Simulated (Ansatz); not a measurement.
This geometry of C$_{2}$H$_{4}$FNO (9 atoms, charge 0, multiplicity 1) is a first-order saddle point.

These are results of Ansatz 0.2.0, RKS PBE0-D4/6-31G*, not measurements.

```xyz
9
Properties=species:S:1:pos:R:3
N -0.424 1.195 0.579
C 0.381 0.211 -0.033
F 1.642 0.256 0.474
C -0.078 -1.048 -0.605
O 0.347 0.079 -1.407
H 0.073 1.624 1.349
H -1.303 0.821 0.910
H -1.143 -1.276 -0.663
H 0.593 -1.906 -0.621
```

Which two structures does it join? (They come from a converged band through this point; their orientation in space is the band's.)

No bond is made or broken. The dihedral H7–N1–C2–F3 goes from 175 to -52°.

Initial state:

```xyz
9
Properties=species:S:1:pos:R:3
N -0.273 1.244 0.641
C 0.430 0.232 -0.036
F 1.745 0.303 0.285
C -0.056 -1.069 -0.505
O 0.144 0.083 -1.370
H -0.210 1.134 1.647
H -1.243 1.265 0.353
H -1.098 -1.356 -0.364
H 0.649 -1.882 -0.668
```

Final state:

```xyz
9
Properties=species:S:1:pos:R:3
N -0.613 1.004 0.646
C 0.313 0.148 0.029
F 1.576 0.204 0.562
C -0.069 -1.091 -0.628
O 0.302 0.111 -1.345
H -0.358 1.972 0.463
H -0.602 0.863 1.652
H -1.120 -1.360 -0.703
H 0.659 -1.897 -0.694
```

How far does it lie above each of them?

0.074 eV above the first and 0.151 eV above the second. This is the barrier of this one path; another mechanism may lie lower.

Time of the run: 120 s on 1 thread of Arm Neoverse V2, on a shared host, peak memory 0.16 GiB.
